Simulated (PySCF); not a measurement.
Compound: C3H2FN2 (charge -1).
SMILES: `FC1=C[N-]C=N1`

Computed geometry: GFN2-xTB, gas phase.

Take the most abundant isotopes and a rigid rotor. 

Problem. Give the principal moments of inertia and the rotational constants in MHz.

Solution. Ia = 50.59, Ib = 138.25, Ic = 188.85 u·Å²; 505379 MHz·u·Å²/I gives A = 9989, B = 3655, C = 2676 MHz.

Problem. What kind of rotor is it?

Solution. An asymmetric top; Ray's κ = -0.732.

Problem. What does the inertial defect say?

Solution. Planar: Δ = Ic − Ia − Ib = 0.00 u·Å². For a rigid frame Δ = −2 Σ m c², so it vanishes when all atoms lie in the ab plane; here none is more than 0.01 Å from it.

Problem. List the rotational levels J(Ka,Kc) to J = 2 (MHz).

Solution. Above 0(0,0):
J = 1: 1(0,1) 6332, 1(1,1) 12665, 1(1,0) 13645
J = 2: 2(0,2) 18890, 2(1,2) 24349, 2(1,1) 27287, 2(2,1) 46288, 2(2,0) 46393

Problem. Estimate the classical rotational partition function at 100 K, 298.15 K and 500 K.

Solution. Point group Cs, symmetry number σ = 1; q = (√π/σ)·√((kT/h)³/(ABC)), k/h = 20836.6 MHz/K: 17100 at 100 K, 87800 at 298.15 K, 191000 at 500 K.

Not checked by GFN2-xTB frequencies. No vibrational averaging or centrifugal distortion is included, and the geometry carries the error of its method.
